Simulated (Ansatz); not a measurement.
SiH$_{4}$, singlet in cc-pVTZ: errors against RCCSDT(Q)

Geometry: a PBE0/def2-TZVP stationary point for this spin, not checked as a minimum.

```yaml
atoms:
  - { symbol: Si, position_ang: [0.0000, 0.0000, 0.0000] }
  - { symbol: H, position_ang: [0.8558, 0.8587, 0.8568] }
  - { symbol: H, position_ang: [-0.8596, -0.8544, 0.8574] }
  - { symbol: H, position_ang: [-0.8547, 0.8555, -0.8611] }
  - { symbol: H, position_ang: [0.8584, -0.8599, -0.8531] }
```

Basis cc-pVTZ; Ansatz 0.2.0. Correlated methods freeze the noble-gas cores, which leaves 8 electrons in 85 orbitals. Prefix R: restricted or restricted open-shell reference. Active spaces: valence = (8e, 8o) chosen from the atoms' valence shells.

Full CI isn't at hand for all of this; RCCSDT(Q) serves as the reference, and is uncertain by about the last step of the cluster series.

```
UHF ⟨S²⟩                          : 0.000
T1 diagnostic (RCCSD)             : 0.0109
largest doubles amplitude (RCCSD) : 0.028
```

```tsv
level	E − E(RCCSDT(Q)) (kJ/mol)	share of correlation (%)	wall time
RHF	466.4	0.00	–
RMP2	90.5	80.59	–
RCCSD	12.2	97.38	–
RCCSD(T)	2.2	99.53	1 s
BCCD(T)	2.1	99.55	1.4 s
RCCSDT	0.3	99.94	–
CASSCF (valence space)	320.1	31.37	–
NEVPT2 (valence space)	101.3	78.28	4.6 s
```

The correlation energy at RCCSDT(Q), counted from RHF, is -4.834 eV. That run took 57 s on 1 thread of Arm Neoverse V1, shared host.

Times hold each run's SCF and search for its determinant on a shared host, so for small cases they say little of a method's own cost; they ran on 1 thread of Arm Neoverse V1.

Natural occupations of CASSCF (valence space) about the gap: 1.987 1.978 1.978 1.978 0.028 0.017 0.017 0.017; effectively unpaired electrons, Σ n²(2−n)², 0.01.

Atomization energy (electronic, same basis, no zero-point term; atoms at the same level, unrestricted beside the R rows where the molecule is a closed shell, with restricted open-shell steps beyond CCSDT(Q)) at RCCSDT(Q): 1325.9 kJ/mol. Errors of other levels:

| level | error (kJ/mol) |
| --- | --- |
| RHF | -263.0 |
| RMP2 | -34.3 |
| RCCSD | -3.7 |
| RCCSD(T) | -0.1 |
| BCCD(T) | 0.1 |
| RCCSDT | -0.1 |
| CASSCF (valence space) | -140.3 |
| NEVPT2 (valence space) | -58.1 |

This basis is far from its limit, so the value isn't to be set against a measured one.
